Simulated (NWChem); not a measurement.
## Correlation energy of nitrogen dioxide (NO2)

```
N
O 1 1.1917
O 1 1.1917 2 134.61
```
Charge 0, spin multiplicity 2.

The numbers come from NWChem runs, not from measurements. All single points use one geometry, from UB3LYP/def2-SVP, a minimum by its harmonic frequencies.

Basis set: def2-SVP. Each correlation energy counts from its own Hartree-Fock reference.

```json
[
 {"method": "SCS-UMP2", "correlation energy (mHa)": "-513.8"},
 {"method": "CCSD[T] on UHF", "correlation energy (mHa)": "-558.6"},
 {"method": "CCSD on UHF", "correlation energy (mHa)": "-531.6"},
 {"method": "CCSD(T) on UHF", "correlation energy (mHa)": "-555.4"},
 {"method": "UMP2", "correlation energy (mHa)": "-539.8"},
 {"method": "CCSD[T] on ROHF", "correlation energy (mHa)": "-568.0"},
 {"method": "CCSD(T) on ROHF", "correlation energy (mHa)": "-564.7"},
 {"method": "CCSD on ROHF", "correlation energy (mHa)": "-539.4"}
]
```

The values span 54.2 mHa, from CCSD[T] on ROHF (lowest) to SCS-UMP2 (highest). 

The correlated methods keep 3 core orbitals frozen. The unpaired electrons of the parent sit in orbitals of symmetry a1 (C2v labels of the run); other states weren't searched. No SCF solution was tested for a lower state. Open-shell Hartree-Fock references start from PBE0 orbitals. Coupled-cluster values serve here as a point of comparison, not as the truth.
